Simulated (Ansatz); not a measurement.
Input file:

```yaml
crystal:
  periodic: [false, false, false]
  atoms:
    - {symbol: Mg, position_ang: [0.000000, 0.000000, 0.000000]}
    - {symbol: S, position_ang: [0.000000, 0.000000, -2.272493]}
    - {symbol: S, position_ang: [0.000000, 0.000000, 2.272493]}
basis:
  gaussian: {orbitals: cc-pVDZ}
magnetization: {spin_polarized: true, initial_magnetization: 0}
correlation: {method: ccsd_t, electrons: outside_noble_gas}
output: {forces: true}
```

```sh
$ ansatz run in.yaml --threads 1 --pin off --events-out ev --progress --plain --max-ram 2393MiB
```

Output:

```
548 factors; integrals over basis functions are off by at most 5.7e-4 eV
mean field evaluation 1: about -27062.6284 eV, gradient 9.1e0 eV
mean field evaluation 2: about -27062.6803 eV, gradient 9.2e0 eV
mean field evaluation 4: about -27063.8071 eV, gradient 1.1e0 eV
mean field evaluation 8: about -27063.8514 eV, gradient 5.7e-3 eV
mean field evaluation 16: about -27064.0143 eV, gradient 1.2e0 eV
mean field evaluation 32: about -27067.9855 eV, gradient 6.8e-4 eV
mean field evaluation 64: about -27067.9707 eV, gradient 3.1e-2 eV
mean field evaluation 96: about -27063.8514 eV, gradient 1.1e-5 eV
mean field evaluation 128: about -27064.5011 eV, gradient 1.8e-4 eV
mean field evaluation 160: about -27064.5011 eV, gradient 2.6e-6 eV
...
cycle   6  -7.14805076 eV  change   -6.7e-7 eV  update   4.8e-7
cycle   7  -7.14805084 eV  change   -8.1e-8 eV  update   2.4e-7
cycle   8  -7.14805076 eV  change    7.9e-8 eV  update   1.6e-7
cycle   9  -7.14805072 eV  change    3.9e-8 eV  update   1.1e-7
cycle  10  -7.14805072 eV  change   -4.2e-9 eV  update   7.4e-8
cycle  11  -7.14805075 eV  change   -2.5e-8 eV  update   5.2e-8
cycle  12  -7.14805075 eV  change   -1.5e-9 eV  update   3.7e-8
cycle  13  -7.14805074 eV  change    6.4e-9 eV  update   2.5e-8
cycle  14  -7.14805074 eV  change   4.8e-10 eV  update   1.8e-8
cycle  15  -7.14805074 eV  change   -1.2e-9 eV  update   1.5e-8
perturbative correction -0.15656412 eV, -0.0057536252 hartree
the calculation of the forces begins
the multipliers restart with 30 DIIS vectors
Total energy: -27075.29015599 eV, -994.9985609420 hartree
Atom 0 at     0.000000     0.000000     0.000000 Å, force     0.000000    -0.000000     0.000000 eV/Å
Atom 1 at     0.000000     0.000000    -2.272493 Å, force    -0.000000    -0.000000    -0.510938 eV/Å
Atom 2 at     0.000000     0.000000     2.272493 Å, force     0.000000    -0.000000     0.510938 eV/Å
Dipole moment:     0.000000     0.000000    -0.000000 e Å
```

Forces (eV/Å):
```
Mg   0.000  0.000  0.000
S    0.000  0.000 -0.511
S    0.000  0.000  0.511
```

Ran on 1 thread of Arm Neoverse V2, shared host: 43 s wall, 0.2 GiB peak host memory.
